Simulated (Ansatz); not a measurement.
## hcp Mg

All values below come from r²SCAN in Ansatz (PAW).

Run with plane-wave cutoff 500 eV, 24×24×1 k mesh (along the axes of the cell as run), Fermi–Dirac smearing 0.1 eV, scalar-relativistic PAW data made under PBE.

Cell: relaxed at this level.

```
Quantity                               Value
---------------------------------  ---------
surface energy of the (0001) face  0.60 J/m²
work function of the (0001) face     3.81 eV
```

The slab of 6 atoms is relaxed and unreconstructed.

Ansatz is a program for electronic structure.
